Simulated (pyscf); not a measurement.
## Concerted two-bond exchange: PH₃ (SMILES P) + H₂B–PH₂ (SMILES BP) → H₂P–BH–PH₂ (SMILES PBP) + H₂ (SMILES [H][H])

Gas phase, singlet surface, charge 0. Bonds broken: P1–H6, B2–H8. Bonds formed: P1–B2, H6–H8. Single points on ωB97X-D3(BJ)/def2-SVP structures (PySCF, gas phase).

Transition state (Å):

```xyz
10

P     -1.7564    -1.1505    -0.6048
B     -0.6638     0.4905    -0.0374
H     -1.6446    -1.1600    -2.0246
H     -3.1051    -0.6917    -0.5906
H     -1.0627     0.7248     1.0772
H     -1.5491     0.5983    -0.9710
P      1.1632     0.0419    -0.5637
H     -0.9519     1.5276    -0.7224
H      1.8133     1.0927     0.1420
H      1.3803    -0.9310     0.4525
```

One imaginary mode, 710i cm⁻¹; descent along it reached the two sides named.

| bond | change | reactant side (Å) | saddle | product side |
|---|---|---|---|---|
| P1–H6 | breaks | 1.424 | 1.799 | 3.4 |
| B2–H8 | breaks | 1.208 | 1.276 | 3.6 |
| P1–B2 | forms | 3.7 | 2.052 | 1.883 |
| H6–H8 | forms | 3.5 | 1.132 | 0.760 |

Electronic energies relative to the separated reactants (kcal/mol):

```json
[
 {"level": "ωB97X-D3(BJ)/def2-TZVP", "barrier": "8.5", "reaction energy": "-3.4", "reverse barrier": "11.9"},
 {"level": "PBE/def2-TZVP", "barrier": "3.4", "reaction energy": "-3.7", "reverse barrier": "7.1"},
 {"level": "r²SCAN/def2-TZVP", "barrier": "5.6", "reaction energy": "-4.0", "reverse barrier": "9.6"},
 {"level": "B3LYP-D3(BJ)/def2-TZVP", "barrier": "11.1", "reaction energy": "-2.3", "reverse barrier": "13.4"},
 {"level": "PBE0-D3(BJ)/def2-TZVP", "barrier": "3.5", "reaction energy": "-3.7", "reverse barrier": "7.2"},
 {"level": "M06-2X/def2-TZVP", "barrier": "10.2", "reaction energy": "-1.9", "reverse barrier": "12.1"},
 {"level": "ωB97M-D3(BJ)/def2-TZVP", "barrier": "10.1", "reaction energy": "-1.0", "reverse barrier": "11.1"},
 {"level": "HF/def2-TZVP", "barrier": "35.8", "reaction energy": "+5.5", "reverse barrier": "30.3"}
]
```

With ωB97M-D3(BJ)/def2-TZVP energies and thermal terms (ideal gas, 1 atm, RRHO with modes under 100 cm⁻¹ raised to 100, one conformer, R ln 2 for chiral ones without a mode under 150 cm⁻¹), in kcal/mol:

```csv
T (K),ΔH‡,ΔG‡,ΔH,ΔG
298,10.9,21.5,-2.6,-0.4
600,11.0,32.2,-1.2,+1.3
900,11.5,42.6,-0.3,+2.3
1200,12.1,52.9,+0.4,+3.1
```

The reactants may also form a dative adduct at H₂B–PH₂; it and routes through it were not searched. At the saddle there is also a short B–H contact that neither side keeps. This saddle turned up in a search for another step; its sides and bond changes are read from the two ends of the descent. This is the saddle that the search found; another between the same sides may lie lower.
